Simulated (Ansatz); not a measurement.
Harmonic frequencies (cm⁻¹) at PBE0-D4/def2-TZVP from Ansatz: 137, 194, 242, 244, 395, 554, 580, 825, 829, 971, 1043, 1057, 1067, 1129, 1234, 1337, 1406, 1416, 1461, 1476, 1480, 1487, 1798, 3044, 3050, 3094, 3108, 3150, 3158, 3196.

(1) Which molecule is it?
A. `CC(O)(F)CF`
B. `C/C=C(/C)F`
C. `FC1CCC1`
D. `C=CCCF`

## Answers

(1) B.
